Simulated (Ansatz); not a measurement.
The input, for Ansatz 0.2.0:

```yaml
crystal:
  periodic: [false, false, false]
  atoms:
    - {symbol: P, position_ang: [0.000000, 0.027316, 0.488956]}
    - {symbol: Li, position_ang: [0.000000, -0.001113, -2.577448]}
    - {symbol: H, position_ang: [0.000000, 0.504297, 1.836882]}
    - {symbol: H, position_ang: [0.000000, -1.336050, 0.886751]}
basis:
  gaussian: {orbitals: 6-31G}
magnetization: {spin_polarized: false, initial_magnetization: 2}
correlation: {method: ccsdtq, electrons: outside_noble_gas}
```

```sh
$ ansatz run in.yaml --threads 1 --pin off --events-out ev --progress --plain --max-ram 2393MiB
```

Output:

```
535 factors; integrals over basis functions are off by at most 1.4e-7 eV
mean field evaluation 1: about -9502.8038 eV, gradient 7.3e0 eV
mean field evaluation 2: about -9502.8493 eV, gradient 7.4e0 eV
mean field evaluation 4: about -9503.2804 eV, gradient 4.0e-1 eV
mean field evaluation 8: about -9503.2858 eV, gradient 1.3e-1 eV
mean field evaluation 16: about -9503.1967 eV, gradient 1.5e0 eV
mean field evaluation 32: about -9503.2863 eV, gradient 4.2e-6 eV
mean field evaluation 64: about -9501.5367 eV, gradient 6.4e-1 eV
mean field evaluation 96: about -9500.2910 eV, gradient 3.8e-4 eV
mean field -9503.28628461 eV, -349.2393294005 hartree, gradient 4.2e-6 eV, S^2 2.000000; 5 other end points of the search recorded, 0 dependent functions left out
mean field evaluation 128: about -9502.7563 eV, gradient 5.8e0 eV
determinant -9503.28628461 eV, -349.2393294005 hartree, with singles and doubles -9505.15349617 eV, -349.3079481598 hartree
determinant -9501.69121827 eV, -349.1807117939 hartree, with singles and doubles -9503.56342868 eV, -349.2495142574 hartree
determinant -9501.55446315 eV, -349.1756861359 hartree, with singles and doubles -9503.43282486 eV, -349.2447146554 hartree
determinant -9500.29095263 eV, -349.1292529808 hartree, with singles and doubles -9502.11859841 eV, -349.1964177242 hartree
6 core orbitals not correlated: weight in the atoms' cores, before any rotation towards them, 1.000 or more for the frozen orbitals, at most 0.000 for the correlated occupied ones
reference -9503.28628461 eV, -349.2393294005 hartree; 5, 3 occupied and 15, 17 virtual orbitals, 535 factors
second order -1.34672220 eV of doubles, -0.02687087 eV of singles
cycle   1  -1.70150187 eV  change   -3.3e-1 eV  update   5.1e-2
cycle   2  -1.88065016 eV  change   -1.8e-1 eV  update   2.3e-2
cycle   3  -1.89129922 eV  change   -1.1e-2 eV  update   7.1e-3
cycle   4  -1.89325910 eV  change   -2.0e-3 eV  update   3.2e-3
cycle   5  -1.89334346 eV  change   -8.4e-5 eV  update   1.5e-3
cycle   6  -1.89326862 eV  change    7.5e-5 eV  update   6.0e-4
cycle   7  -1.89340151 eV  change   -1.3e-4 eV  update   2.8e-4
cycle   8  -1.89343123 eV  change   -3.0e-5 eV  update   1.2e-4
cycle   9  -1.89339439 eV  change    3.7e-5 eV  update   7.0e-5
cycle  10  -1.89339105 eV  change    3.3e-6 eV  update   3.7e-5
cycle  11  -1.89339124 eV  change   -1.9e-7 eV  update   2.3e-5
cycle  12  -1.89339201 eV  change   -7.7e-7 eV  update   1.2e-5
cycle  13  -1.89339214 eV  change   -1.3e-7 eV  update   5.1e-6
cycle  14  -1.89339131 eV  change    8.3e-7 eV  update   2.5e-6
cycle  15  -1.89339102 eV  change    2.9e-7 eV  update   1.4e-6
cycle  16  -1.89339090 eV  change    1.2e-7 eV  update   6.7e-7
Total energy: -9505.17967551 eV, -349.3089102326 hartree
```

For the same geometry and basis full CI lies 0.1 meV lower.

Ran on 1 thread of Intel Xeon Platinum 8488C, shared host: 21 s wall, 0.24 GiB peak host memory.
